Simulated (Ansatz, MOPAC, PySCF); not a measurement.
System: C₃H₃, net charge 0, doublet state. SMILES: C1C[C]=1
Coordinates optimised at B3LYP-D3(BJ)/def2-TZVP (Ansatz, a quantum-chemistry and plane-wave program):
```xyz
6

C     -0.0052    -0.1070     0.8407
C     -0.0136    -0.6985    -0.5211
C      0.0146     0.5694    -0.6193
H      0.9105    -0.0873     1.4256
H     -0.9230    -0.0470     1.4195
H      0.0376     1.5512    -1.0470
```
Charge 0, spin multiplicity 2.

Unscaled harmonic wavenumbers (cm⁻¹) in rising order, each level at the stationary point that it reaches from this structure (no distance between atoms moves by over 0.3 Å); the order of modes can differ between levels, and a negative number is imaginary. B3LYP-D3(BJ)/def2-TZVP (PySCF, at the structure above): 624, 639, 765, 878, 1008, 1042, 1083, 1510, 1770, 3070, 3149, 3335.

PM3 (MOPAC): 727, 803, 839, 955, 984, 1088, 1272, 1399, 1811, 3067, 3103, 3292. Zero-point energy 27.6 against 27.0 kcal/mol; where all levels lie over 400 cm⁻¹, the wavenumbers are on average 1.060 times those of B3LYP-D3(BJ)/def2-TZVP.

HF/6-31G* (Ansatz): 665, 785, 1023, 1023, 1125, 1161, 1178, 1632, 1699, 3255, 3327, 3513. Zero-point energy 29.1 against 27.0 kcal/mol; where all levels lie over 400 cm⁻¹, the wavenumbers are on average 1.110 times those of B3LYP-D3(BJ)/def2-TZVP.

B3LYP/6-31G* (Ansatz): 627, 677, 778, 892, 1019, 1058, 1099, 1541, 1780, 3079, 3153, 3351. Zero-point energy 27.2 against 27.0 kcal/mol; where all levels lie over 400 cm⁻¹, the wavenumbers are on average 1.014 times those of B3LYP-D3(BJ)/def2-TZVP.
